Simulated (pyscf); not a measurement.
Thermochemistry of product channels of F–Si:–F (SMILES F[Si]F) [singlet] + NH₃ (SMILES N) on the singlet surface, in kcal/mol, from ωB97M-D3(BJ)/def2-TZVP energies (ideal gas, 1 atm, RRHO with modes under 100 cm⁻¹ raised to 100, one conformer, R ln 2 for rigid chiral ones). Structures and frequencies: ωB97X-D3(BJ)/def2-SVP in PySCF.

```tsv
products	ΔE	ΔH(298 K)	ΔG(298 K)	ΔG(1200 K)
HF (SMILES F) + H₂N–Si:–F (SMILES N[Si]F) [singlet]	+18.4	+17.8	+18.2	+17.7
HN=Si(F)–F (SMILES N=[Si](F)F) + H₂ (SMILES [H][H])	+20.7	+15.4	+17.5	+20.3
H₂N–SiH(F)–F (SMILES N[SiH](F)F)	-49.1	-49.1	-39.1	-11.0
```

These are energies of the channels, which say nothing of barriers.
